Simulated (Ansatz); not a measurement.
H$_{6}$OSi$_{2}$ (`O[SiH2][SiH3]`), relaxed with RKS PBE-D4/def2-SVP in Ansatz from a rough embedded geometry. The force threshold is 0.03 eV/Å; the program also tests the step.

Charge 0, multiplicity 1.

Start:

```xyz
9

O     0.236    0.725    1.828
Si    0.815    0.047    0.490
Si   -0.908   -0.467   -0.943
H     0.335    1.682    1.880
H     1.732    1.052   -0.145
H     1.617   -1.169    0.848
H    -0.345   -1.063   -2.259
H    -1.648    0.725   -1.334
H    -1.833   -1.531   -0.366
```

```json
{"step": "1", "energy (eV)": "-17883.1814", "largest force (eV/Å)": "2.686", "largest move (Å)": "0.000"}
{"step": "2", "energy (eV)": "-17883.3384", "largest force (eV/Å)": "1.459", "largest move (Å)": "0.089"}
{"step": "3", "energy (eV)": "-17883.3740", "largest force (eV/Å)": "0.356", "largest move (Å)": "0.074"}
{"step": "4", "energy (eV)": "-17883.3857", "largest force (eV/Å)": "0.296", "largest move (Å)": "0.086"}
{"step": "5 (rejected)", "energy (eV)": "-17883.3550", "largest force (eV/Å)": "1.283", "largest move (Å)": "0.121"}
{"step": "6", "energy (eV)": "-17883.3924", "largest force (eV/Å)": "0.121", "largest move (Å)": "0.060"}
{"step": "7", "energy (eV)": "-17883.3998", "largest force (eV/Å)": "0.178", "largest move (Å)": "0.100"}
{"step": "8", "energy (eV)": "-17883.4051", "largest force (eV/Å)": "0.021", "largest move (Å)": "0.119"}
{"step": "9 (rejected)", "energy (eV)": "-17883.3716", "largest force (eV/Å)": "1.364", "largest move (Å)": "0.199"}
{"step": "10", "energy (eV)": "-17883.4058", "largest force (eV/Å)": "0.058", "largest move (Å)": "0.094"}
{"step": "11 (rejected)", "energy (eV)": "-17883.4041", "largest force (eV/Å)": "0.362", "largest move (Å)": "0.057"}
{"step": "12", "energy (eV)": "-17883.4069", "largest force (eV/Å)": "0.038", "largest move (Å)": "0.020"}
{"step": "13", "energy (eV)": "-17883.4071", "largest force (eV/Å)": "0.005", "largest move (Å)": "0.016"}
```

End:

```xyz
9

O     0.404    0.759    1.913
Si    0.933    0.062    0.467
Si   -0.879   -0.456   -0.953
H    -0.144    1.555    1.803
H     1.897    0.954   -0.284
H     1.661   -1.188    0.867
H    -0.396   -1.059   -2.247
H    -1.654    0.797   -1.279
H    -1.823   -1.424   -0.289
```

Hardware: 2 threads of a server CPU on a shared host. Wall time 9 s, peak host memory 0.18 GiB.
